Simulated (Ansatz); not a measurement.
# C2H4F2N2: one species, many methods

The task here is to estimate one member of a computed series from the others.

Method: functionals in def2-TZVPP, the program's frozen cores in correlated methods; program: Ansatz 0.2.0, Gaussian basis.

The runs, in order: PBE-D4, r2SCAN-D4, PBE0-D4, B3LYP-D4, ωB97X-V, ωB97M-V, B2PLYP; CCSD(T)/def2-TZVPP; MP2/def2-QZVPP; extrapolation to the limit.

### The geometry

An earlier PBE0-D4 in a triple-zeta def2 set relaxation fixed the geometry.

SMILES `C=NC(N)(F)F`, 10 atoms, charge 0, spin multiplicity 1.

Atoms are counted from 1 here; the program's logs count them from 0.

Bond lengths: C1–N2 1.258 Å, C1–H7 1.092 Å, C1–H8 1.088 Å, N2–C3 1.427 Å, C3–N4 1.396 Å, C3–F5 1.363 Å, C3–F6 1.374 Å, N4–H9 1.009 Å, N4–H10 1.011 Å. Angles: N2–C1–H7 123.6°, N2–C1–H8 118.2°, H7–C1–H8 118.1°, C1–N2–C3 118.7°, N2–C3–N4 109.5°, N2–C3–F5 114.9°, N2–C3–F6 106.4°, N4–C3–F5 108.5°, N4–C3–F6 113.9°, F5–C3–F6 103.8°, C3–N4–H9 110.7°, C3–N4–H10 111.7°, H9–N4–H10 111.4°.

Set-up of the first run:

in.yaml

```yaml
crystal:
  periodic: [false, false, false]
  atoms:
    - {symbol: C, position_ang: [-0.341352, -1.753238, -0.024031]}
    - {symbol: N, position_ang: [-0.325403, -0.659214, 0.596462]}
    - {symbol: C, position_ang: [-0.144019, 0.546013, -0.145244]}
    - {symbol: N, position_ang: [0.950960, 1.246748, 0.364100]}
    - {symbol: F, position_ang: [0.038852, 0.373278, -1.484766]}
    - {symbol: F, position_ang: [-1.330541, 1.233235, -0.063065]}
    - {symbol: H, position_ang: [-0.214083, -1.837380, -1.105404]}
    - {symbol: H, position_ang: [-0.488192, -2.667429, 0.548202]}
    - {symbol: H, position_ang: [0.901717, 1.303808, 1.370741]}
    - {symbol: H, position_ang: [1.035163, 2.163080, -0.054196]}
basis:
  gaussian: {orbitals: def2-TZVPP}
hamiltonian: {xc: pbe, dispersion: d4}
output: {forces: true, orbitals: {seedname: orbitals}}
```

Launch:

```
$ ansatz run in.yaml --threads 4 --pin off --events-out ev --progress --plain --max-ram 10444MiB
```

Steps of the session up to this table: PBE-D4 (GGA); r2SCAN-D4 (meta-GGA); PBE0-D4 (hybrid); B3LYP-D4 (hybrid); ωB97X-V (range-separated); ωB97M-V (range-separated); B2PLYP (double hybrid); CCSD(T) in def2-TZVPP; MP2 in def2-QZVPP.

One of the session's tables, all rows but one given; the rest of the session is left out.

It belongs to the step «Atomisation energies». 

```
            method  atomisation energy (kJ/mol)
            PBE-D4                       4103.6
         r2SCAN-D4                       3928.4
           PBE0-D4                       3955.5
          B3LYP-D4                       3936.4
           ωB97X-V                       3950.7
           ωB97M-V                       3953.7
            B2PLYP                       3890.5
     HF/def2-TZVPP                       2579.1
    MP2/def2-TZVPP                       3908.4
   CCSD/def2-TZVPP                       3708.6
CCSD(T)/def2-TZVPP                       3793.5
           MP2/CBS                            ?
       CCSD(T)/CBS                       3919.0
```

**Question.** Estimate the row for MP2/CBS.

As computed: atomisation energy (kJ/mol): 4033.9. In the column «atomisation energy (kJ/mol)» it lies between PBE0-D4 (3955.5) and PBE-D4 (4103.6).
